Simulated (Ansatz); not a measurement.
(NaH)2 ring (Na₂H₂), relaxed as a singlet with RKS PBE0-D4/def2-TZVP in Ansatz, starting from the GFN2-xTB geometry. Force threshold 0.02 eV/Å.

Start:

```xyz
4

Na    0.5839    0.9896    0.6831
H     0.2386    0.6710   -1.1625
Na   -0.5890   -0.9930   -0.6794
H    -0.2336   -0.6676    1.1588
```

Task: Estimate the energy that the relaxation releases and the steps that it takes.

Result: 24.3 kJ/mol, in 4 steps; 5.5 s on 4 threads of Intel Xeon on a shared host. No frequencies were taken in this run, so the end may be a saddle point.

Task: Does the start keep its bonding and symmetry?

Result: By distances, no bond broke or formed. The bond that changes most is Na3–H4, from 1.90 to 2.10 Å (atoms count from 1). Point group D2h at the start, D2h at the end, both within 0.05 Å.

Task: Predict the relaxed structure.

Result: 
```csv
atom,x (Å),y (Å),z (Å)
Na1,0.614,1.037,0.718
H2,0.269,0.766,-1.336
Na3,-0.614,-1.037,-0.718
H4,-0.270,-0.766,1.336
```
Bond lengths (bridged metal pairs left out): 4 × H–Na 2.10 Å.
